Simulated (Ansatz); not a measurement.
Bond stretch in H2, singlet.

- UKS-B3LYP = unrestricted B3LYP/aug-cc-pVTZ (Ansatz, a first-principles code)
- RKS-B3LYP = restricted B3LYP/aug-cc-pVTZ in Ansatz
- RHF/aug-cc-pVTZ (Ansatz)
- FCI = Ansatz with full CI/aug-cc-pVTZ, frozen core

Energies relative to the lowest point of each curve near equilibrium, in kcal/mol:

```csv
R / Å,UKS-B3LYP,RKS-B3LYP,RHF
0.68,1.9,1.9,1.5
0.73,0.1,0.1,0.0
0.77,0.3,0.3,0.5
0.79,0.8,0.8,1.2
0.86,4.5,4.5,5.5
1.02,19.0,19.0,21.7
1.14,32.2,32.2,36.4
1.67,85.1,87.0,99.2
2.01,100.2,112.6,130.7
2.23,104.6,125.2,147.3
2.65,108.2,142.7,172.1
3.00,109.3,152.3,187.4
```

Question: What does FCI give at the same points?

Answer: 0.68: 1.9; 0.73: 0.1; 0.77: 0.3; 0.79: 0.8; 0.86: 4.4; 1.02: 18.5; 1.14: 31.2; 1.67: 78.6; 2.01: 95.2; 2.23: 101.1; 2.65: 106.2; 3.00: 107.7 (kcal/mol).

The unrestricted determinant behind UKS-B3LYP is spin-contaminated at 1.67 to 3.00 Å (<S²> up to 1.0, against 0.00 for a pure singlet). The restricted form behind RKS-B3LYP, RHF keeps the bonding electrons paired and can't separate into open-shell fragments.
